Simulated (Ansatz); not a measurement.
**CH₅BS (SMILES BCS): one structure at several levels**

An exercise on one series of results from a longer session: the logs are not shown, and one member is left open.

Method: single points in def2-TZVPP; program: Ansatz 0.2.0, Gaussian basis.

Cores are frozen in the correlated methods.

**The system as given**

SMILES `BCS`, 8 atoms, charge 0, spin multiplicity 1.

Atoms are counted from 1 here; the program's logs count them from 0.

Bond lengths: B1–C2 1.607 Å, B1–H4 1.188 Å, B1–H5 1.231 Å, C2–S3 1.879 Å, C2–H6 1.112 Å, C2–H7 1.131 Å, S3–H8 1.359 Å. Angles: C2–B1–H4 122.2°, C2–B1–H5 117.8°, H4–B1–H5 120.0°, B1–C2–S3 118.1°, B1–C2–H6 111.7°, B1–C2–H7 108.4°, S3–C2–H6 108.6°, S3–C2–H7 104.4°, H6–C2–H7 104.5°, C2–S3–H8 96.1°.

As a file:

```mol
CH5BS
  3D, bonds by distance, orders not assigned

  8  7  0  0  0  0  0  0  0  0999 V2000
   -0.6652    0.5790   -0.7104 B   0  0
    0.5548    0.1989    0.2643 C   0  0
    0.8084   -1.6108    0.7016 S   0  0
   -1.3572   -0.2479   -1.2101 H   0  0
   -0.8991    1.7732   -0.8973 H   0  0
    0.5290    0.7915    1.2044 H   0  0
    1.5216    0.5045   -0.2370 H   0  0
   -0.5032   -1.8915    0.9211 H   0  0
  1  2  8  0
  1  4  8  0
  1  5  8  0
  2  3  8  0
  2  6  8  0
  2  7  8  0
  3  8  8  0
M  END
```

The first run:

run/in.yaml

```yaml
crystal:
  periodic: [false, false, false]
  atoms:
    - {symbol: B, position_ang: [-0.665200, 0.579000, -0.710400]}
    - {symbol: C, position_ang: [0.554800, 0.198900, 0.264300]}
    - {symbol: S, position_ang: [0.808400, -1.610800, 0.701600]}
    - {symbol: H, position_ang: [-1.357200, -0.247900, -1.210100]}
    - {symbol: H, position_ang: [-0.899100, 1.773200, -0.897300]}
    - {symbol: H, position_ang: [0.529000, 0.791500, 1.204400]}
    - {symbol: H, position_ang: [1.521600, 0.504500, -0.237000]}
    - {symbol: H, position_ang: [-0.503200, -1.891500, 0.921100]}
basis:
  gaussian: {orbitals: def2-TZVPP}
correlation: {method: ccsd_t}
output: {forces: true}
```

No record of the launch command was kept for these runs.

Steps of the session up to this table: CCSD(T)/def2-TZVPP; PBE0-D4/def2-TZVPP; wB97M-V/def2-TZVPP; r2SCAN-D4/def2-TZVPP; PBE-D4/def2-TZVPP; HSE06-D4/def2-TZVPP; SPW92/def2-TZVPP.

One of the session's tables, all rows but one given; the rest of the session is left out.

```
   method  RMS force component (eV/Å)  angle to CCSD(T) forces (°)  dipole (D)
  CCSD(T)                       0.432                    reference        1.31
  PBE0-D4                       0.470                         12.9        1.36
  wB97M-V                           ?                            ?           ?
r2SCAN-D4                       0.438                         13.9        1.38
   PBE-D4                       0.387                         27.7        1.28
 HSE06-D4                       0.467                         13.0        1.36
    SPW92                       0.508                         41.2        1.30
```

**Question.** Estimate the row for wB97M-V.

The run gave: RMS force component (eV/Å): 0.475; angle to CCSD(T) forces (°): 7.2; dipole (D): 1.30. In the column «RMS force component (eV/Å)» it lies between PBE0-D4 (0.470) and SPW92 (0.508).
